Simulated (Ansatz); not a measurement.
FNa, SMILES `[F][Na]`, 2 atoms. Charge 0, multiplicity 1. Correlated methods include outer-core shells of Na, which these sets cover unevenly. All runs use 2 threads of a server CPU on a shared host. Correlated methods freeze the cores. Open-shell runs search over several starts.

**Question.** How many basis functions does each run have, and how long does it take in Ansatz? UKS ωB97X-V/def2-TZVPP energy of the cation; RHF-CCSD(T)/def2-TZVPP energy; UKS ωB97M-V/def2-TZVPP energy of the cation; UKS PBE0-D4/def2-TZVPP energy of the cation; RHF-CCSD(T)/def2-QZVPP energy; UHF-CCSD(T)/def2-TZVPP energy of the cation; UHF-CCSD(T)/def2-QZVPP energy of the cation; RHF-CCSD(T)/def2-SVP energy; RKS r2SCANh-D4/def2-TZVPP energy; RKS ωB97M-V/def2-QZVPP energy; RKS PBE0-D4/def2-TZVP relaxation (3 steps); UKS r2SCAN-D4/def2-TZVPP energy of the cation. (Best estimate.)

**Answer.** The calculation gave: Other jobs shared the machine, so times are rough.

```csv
level,job,functions,wall time,peak host memory (GiB)
RHF-CCSD(T)/def2-SVP,energy,29,0.15 s,0.07
RHF-CCSD(T)/def2-TZVPP,energy,63,0.5 s,0.13
RKS r2SCANh-D4/def2-TZVPP,energy,63,0.8 s,0.11
UKS PBE0-D4/def2-TZVPP,energy of the cation,63,1.1 s,0.13
UHF-CCSD(T)/def2-TZVPP,energy of the cation,63,1.4 s,0.2
RKS PBE0-D4/def2-TZVP,relaxation (3 steps),63,1.6 s,0.11
RHF-CCSD(T)/def2-QZVPP,energy,115,2.2 s,0.39
RKS ωB97M-V/def2-QZVPP,energy,115,2.5 s,0.19
UKS r2SCAN-D4/def2-TZVPP,energy of the cation,63,3 s,0.14
UKS ωB97X-V/def2-TZVPP,energy of the cation,63,4.4 s,0.21
UKS ωB97M-V/def2-TZVPP,energy of the cation,63,5 s,0.24
UHF-CCSD(T)/def2-QZVPP,energy of the cation,115,7 s,0.73
```
